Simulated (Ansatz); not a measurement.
C$_{3}$H$_{4}$OS, SMILES `C#CSCO`. The species carries charge 0 and has multiplicity 1. Geometry: relaxed with PBE0-D4/def2-TZVP. It is one conformer, not always the lowest.

```xyz
9

C    -2.089   -0.751    1.082
C    -1.430   -0.430    0.126
S    -0.576    0.022   -1.242
C     1.133    0.047   -0.594
O     1.389    1.026    0.351
H    -2.665   -1.035    1.930
H     1.339   -0.916   -0.130
H     1.737    0.152   -1.505
H     1.162    1.885   -0.018
```

(1) What is the dipole moment at B3LYP/def2-TZVPP? (An estimate is asked.)

(2) And with PBE, r2SCAN, ωB97M-V? (Estimate.)

(3) Give the Mulliken charges with B3LYP, PBE, ωB97M-V in def2-TZVPP. (Best estimate.)

Answers

(1) Computed: 1.06 D, with components (0.79, 0.43, -0.57) D in this frame, pointing from negative to positive charge.

(2) Computed: PBE 1.14 D, r2SCAN 1.14 D, ωB97M-V 1.01 D.

(3) Computed: 
```json
{"atom": "C1", "B3LYP": "0.04", "PBE": "0.00", "ωB97M-V": "0.01"}
{"atom": "C2", "B3LYP": "-0.37", "PBE": "-0.28", "ωB97M-V": "-0.36"}
{"atom": "S3", "B3LYP": "-0.03", "PBE": "-0.05", "ωB97M-V": "0.02"}
{"atom": "C4", "B3LYP": "0.00", "PBE": "-0.03", "ωB97M-V": "-0.06"}
{"atom": "O5", "B3LYP": "-0.31", "PBE": "-0.27", "ωB97M-V": "-0.29"}
{"atom": "H6", "B3LYP": "0.25", "PBE": "0.21", "ωB97M-V": "0.24"}
{"atom": "H7", "B3LYP": "0.12", "PBE": "0.12", "ωB97M-V": "0.14"}
{"atom": "H8", "B3LYP": "0.11", "PBE": "0.11", "ωB97M-V": "0.13"}
{"atom": "H9", "B3LYP": "0.19", "PBE": "0.19", "ωB97M-V": "0.18"}
```

B3LYP here is the variant with VWN-RPA as its local correlation; programs differ in this.
